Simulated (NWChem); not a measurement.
System: acetonitrile (C₂H₃N); SMILES CC#N

Parts of the log:

```
             Northwest Computational Chemistry Package (NWChem) 7.3.0
             --------------------------------------------------------

 C3V symmetry detected

                             Geometry "geometry" -> ""
                             -------------------------

 Output coordinates in angstroms (scale by  1.889725989 to convert to a.u.)

  No.       Tag          Charge          X              Y              Z
 ---- ---------------- ---------- -------------- -------------- --------------
    1 C                    6.0000     0.00000000     0.00000000    -1.17493573
    2 C                    6.0000    -0.00000000    -0.00000000     0.27827127
    3 N                    7.0000    -0.00000000    -0.00000000     1.43516127
    4 H                    1.0000     0.72929908     0.72929908    -1.55538073
    5 H                    1.0000     0.26694199    -0.99624107    -1.55538073
    6 H                    1.0000    -0.99624107     0.26694199    -1.55538073

 Effective nuclear repulsion energy (a.u.)      58.4295723247

      Symmetry information
      --------------------

 Group name             C3v
 Group number             17
 Group order               6
 No. of unique centers     4

                                 NWChem DFT Module
                                 -----------------

 Summary of "ao basis" -> "ao basis" (spherical)
 ------------------------------------------------------------------------------
       Tag                 Description            Shells   Functions and Types
 ---------------- ------------------------------  ------  ---------------------
 C                         def2-svpd                 8       20   4s2p2d
 N                         def2-svpd                 8       20   4s2p2d
 H                         def2-svpd                 4        8   2s2p

      Symmetry analysis of basis
      --------------------------

        a1         30
        a2          2
        e          52

  Rotation of axis

            General Information
            -------------------
          SCF calculation type: DFT
          Wavefunction type:  closed shell.
          No. of atoms     :     6
          No. of electrons :    22
           Alpha electrons :    11
            Beta electrons :    11
          Charge           :     0
          Spin multiplicity:     1
          Use of symmetry is: on ; symmetry adaption is: on
          Maximum number of iterations: 150
          AO basis - number of functions:    84
                     number of shells:    36
          Convergence on energy requested:  1.00D-06
          Convergence on density requested:  1.00D-05
          Convergence on gradient requested:  5.00D-04

              XC Information
              --------------
                         B3LYP Method XC Potential
                     Hartree-Fock (Exact) Exchange  0.200
                        Slater Exchange Functional  0.800 local
                    Becke 1988 Exchange Functional  0.720 non-local
              Lee-Yang-Parr Correlation Functional  0.810
                  VWN I RPA Correlation Functional  0.190 local

             Grid Information
             ----------------
          Grid used for XC integration:  medium
          Radial quadrature: Mura-Knowles
          Angular quadrature: Lebedev.
          Tag              B.-S. Rad. Rad. Pts. Rad. Cut. Ang. Pts.
          ---              ---------- --------- --------- ---------
          C                   0.70       49           9.0       434
          N                   0.65       49          10.0       434
          H                   0.35       45          10.0       434
          Grid pruning is: on
          Number of quadrature shells:   192
          Spatial weights used:  Erf1

      Superposition of Atomic Density Guess
      -------------------------------------

 Sum of atomic energies:        -130.99247830

      Non-variational initial energy
      ------------------------------

 Total energy =    -132.477247
 1-e energy   =    -290.929096
 2-e energy   =     100.022276
 HOMO         =      -0.417902
 LUMO         =       0.051945

      Symmetry analysis of molecular orbitals - initial
      -------------------------------------------------

  Numbering of irreducible representations:

     1 a1          2 a2          3 e

  Orbital symmetries:

     1 a1          2 a1          3 a1          4 a1          5 a1
     6 a1          7 e           8 e           9 a1         10 e
    11 e          12 e          13 e          14 a1         15 a1
    16 e          17 e          18 a1         19 e          20 e
    21 a1

     ---------------------------------------------
      Total Density - Mulliken Population Analysis
     ---------------------------------------------

    Atom       Charge   Shell Charges
 -----------   ------   -------------------------------------------------------
    1 C    6     5.97   1.99  0.97 -0.38  0.07  2.01  1.21  0.02  0.08
    2 C    6     5.74   1.99  1.01  0.23 -0.04  1.65  0.70  0.06  0.16
    3 N    7     7.65   1.99  1.14  0.62  0.10  2.41  1.35  0.03  0.01
    4 H    1     0.88   0.66  0.13  0.02  0.07
    5 H    1     0.88   0.66  0.13  0.02  0.07
    6 H    1     0.88   0.66  0.13  0.02  0.07

   convergence    iter        energy       DeltaE   RMS-Dens  Diis-err
 ---------------- ----- ----------------- --------- --------- ---------
 d= 0,ls=0.0,diis     1   -132.5792384634 -1.91D+02  2.37D-02  6.02D-01
 d= 0,ls=0.0,diis     2   -132.2989562400  2.80D-01  1.50D-02  3.08D+00
 d= 0,ls=0.0,diis     3   -132.6618075695 -3.63D-01  1.63D-03  1.05D-02
 d= 0,ls=0.0,diis     4   -132.6627641467 -9.57D-04  5.26D-04  1.39D-03
 d= 0,ls=0.0,diis     5   -132.6629402658 -1.76D-04  1.36D-04  1.21D-04
  Resetting Diis
 d= 0,ls=0.0,diis     6   -132.6629549611 -1.47D-05  1.80D-05  2.21D-06
 d= 0,ls=0.0,diis     7   -132.6629551708 -2.10D-07  1.76D-05  3.53D-07
 d= 0,ls=0.0,diis     8   -132.6629550472  1.24D-07  1.01D-05  1.49D-06
 d= 0,ls=0.0,diis     9   -132.6629552122 -1.65D-07  2.24D-06  5.63D-08

         Total DFT energy =     -132.662955212165
      One electron energy =     -293.235005234223
           Coulomb energy =      120.900458346672
    Exchange-Corr. energy =      -18.757980649340
 Nuclear repulsion energy =       58.429572324726

 Numeric. integr. density =       21.999999080379

                  Occupations of the irreducible representations
                  ----------------------------------------------

                     irrep           alpha         beta
                     --------     --------     --------
                     a1                7.0          7.0
                     a2                0.0          0.0
                     e                 4.0          4.0

                       DFT Final Molecular Orbital Analysis
                       ------------------------------------

 Vector    9  Occ=2.000000D+00  E=-3.685569D-01  Symmetry=a1
              MO Center= -4.7D-18,  6.5D-19,  1.6D+00, r^2= 9.5D-01
   Bfn.  Coefficient  Atom+Function         Bfn.  Coefficient  Atom+Function
  ----- ------------  ---------------      ----- ------------  ---------------
    43      0.505418  3 N  s                 47     -0.501109  3 N  pz
    42      0.319394  3 N  s                 23     -0.279420  2 C  s
    27     -0.259115  2 C  pz                44      0.222458  3 N  s
    22     -0.205773  2 C  s                 30     -0.200207  2 C  pz
    41      0.150797  3 N  s                 50      0.122052  3 N  pz

 Vector   10  Occ=2.000000D+00  E=-3.398712D-01  Symmetry=e
              MO Center= -1.1D-02, -3.6D-02,  6.7D-01, r^2= 1.8D+00
   Bfn.  Coefficient  Atom+Function         Bfn.  Coefficient  Atom+Function
  ----- ------------  ---------------      ----- ------------  ---------------
    46      0.385212  3 N  py                26     -0.332598  2 C  py
    45     -0.230952  3 N  px                49     -0.201597  3 N  py
    25      0.199407  2 C  px                69     -0.162351  5 H  s
     6      0.130734  1 C  py                29     -0.122336  2 C  py
    48      0.120867  3 N  px                77      0.121345  6 H  s

 Vector   11  Occ=2.000000D+00  E=-3.398712D-01  Symmetry=e
              MO Center=  1.1D-02,  3.6D-02,  6.7D-01, r^2= 1.8D+00
   Bfn.  Coefficient  Atom+Function         Bfn.  Coefficient  Atom+Function
  ----- ------------  ---------------      ----- ------------  ---------------
    45      0.385212  3 N  px                25     -0.332598  2 C  px
    46      0.230952  3 N  py                48     -0.201597  3 N  px
    26     -0.199407  2 C  py                61      0.163792  4 H  s
     5      0.130734  1 C  px                28     -0.122336  2 C  px
    49     -0.120867  3 N  py                77     -0.117408  6 H  s

 Vector   12  Occ=0.000000D+00  E= 1.259627D-03  Symmetry=a1
              MO Center=  1.1D-13, -5.4D-15, -1.3D+00, r^2= 6.8D+00
   Bfn.  Coefficient  Atom+Function         Bfn.  Coefficient  Atom+Function
  ----- ------------  ---------------      ----- ------------  ---------------
     4      2.591471  1 C  s                 24      1.650279  2 C  s
    62     -1.232442  4 H  s                 70     -1.232442  5 H  s
    78     -1.232442  6 H  s                  3      0.936327  1 C  s
    43     -0.870628  3 N  s                 44     -0.864091  3 N  s
    38      0.670332  2 C  d  0               2     -0.420518  1 C  s

[...]
```

Level: B3LYP/def2-SVPD. Coordinates come from a PBE0/def2-SVP optimisation.

### Question
Which NWChem input produces such a log?

### Answer
One answer among several that fit: the input that was run:
```
start job
memory heap 200 mb stack 900 mb global 1100 mb
geometry units angstroms noautoz
  C      0.000000     0.000000    -1.162534
  C      0.000000     0.000000     0.290673
  N      0.000000     0.000000     1.447563
  H      1.019593     0.155513    -1.542979
  H     -0.375118    -0.960750    -1.542979
  H     -0.644475     0.805237    -1.542979
end
basis spherical
  * library def2-svpd
end
dft
  xc b3lyp
  iterations 150
  mulliken
end
task dft energy
```
